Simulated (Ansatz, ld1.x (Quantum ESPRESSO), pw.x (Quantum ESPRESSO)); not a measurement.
**Which P potential is closest to all-electron in the fcc crystal?**

All use LDA (PW92), scalar-relativistic, no spin, cutoffs from each file’s atomic test, pw.x 7.5; 15³ k-points, Fermi–Dirac smearing 0.01 Ry. Δ is the rms difference from all-electron LAPW of the E(V) curves that follow from fits to the pressures, over ±6 % in volume. Mesh and smearing are coarse and serve the comparison alone. The files are a selection: those with a ghost or negative overlap were mostly not run, and those with noisy or unconverged pressures or nearly equal Δ are left out.

All-electron: a0 = 3.819 Å (V0 = 13.93 Å³/atom), B0 = 104.1 GPa.

(1) Rank them by Δ, smallest first.
A. norm-conserving RRKJ (Kleinman–Bylander form), ld1.x (Quantum ESPRESSO) 7.5, LDA (PW92); core [Ne], reference 3s2 3p2; waves: 3s (bound): rc 1.35 bohr; 3p (bound): rc 1.20 bohr; 3d channel at 0.05 Ry: rc 1.40 bohr; local part: all-electron potential smoothed inside 1.15 bohr (lloc = -1); core correction: none; rho0 0.001.
B. norm-conserving Troullier–Martins (Kleinman–Bylander form), ld1.x (Quantum ESPRESSO) 7.5, LDA (PW92); core [Ne], reference 3s2 3p3; waves: 3s (bound): rc 1.60 bohr; 3p (bound): rc 1.90 bohr; 3d channel at 0.3 Ry: rc 1.75 bohr; local part: the d channel; core correction: none.
C. norm-conserving Troullier–Martins (Kleinman–Bylander form), ld1.x (Quantum ESPRESSO) 7.5, LDA (PW92); core [Ne], reference 3s2 3p1.5; waves: 3p (bound): rc 1.85 bohr; 3d channel at 0.1 Ry: rc 1.50 bohr; 3s (bound): rc 1.40 bohr; local part: the s channel; core correction: a·sin(br)/r model core inside 0.95 bohr.

Results:

(1) C (1.0 meV/atom), B (1.8 meV/atom), A (3.9 meV/atom).
